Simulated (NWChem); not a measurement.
System: ethylamine (C$_{2}$H$_{7}$N); SMILES C(C)N

Input file for NWChem:

```
start job
memory heap 200 mb stack 900 mb global 1100 mb
geometry units angstroms noautoz
  C      0.257133    -1.234303    -0.036660
  C     -0.550611     0.048855     0.021743
  N      0.315113     1.209036    -0.076842
  H     -0.394639    -2.120851    -0.013795
  H      0.863657    -1.264657    -0.954275
  H      0.946343    -1.308474     0.821174
  H     -1.188702     0.030672     0.932941
  H     -1.249616     0.072622    -0.832095
  H     -0.232305     2.067003    -0.065718
  H      0.930145     1.256355     0.734456
end
basis spherical
  * library def2-tzvpd
end
dft
  xc pbe0
  iterations 150
  semidirect filesize 400000000
  mulliken
end
task dft energy
```

Structure relaxed at the PBE0/def2-SVP level.

Question: What results follow from this input? (PBE0/def2-TZVPD.) Quantities: energy (Ha); highest occupied level (eV); orbital gap (eV); dipole (D).

Answer: 
```yaml
energy (Ha): -135.06
highest occupied level (eV): -6.89
orbital gap (eV): 7.26
dipole (D): 1.26
```
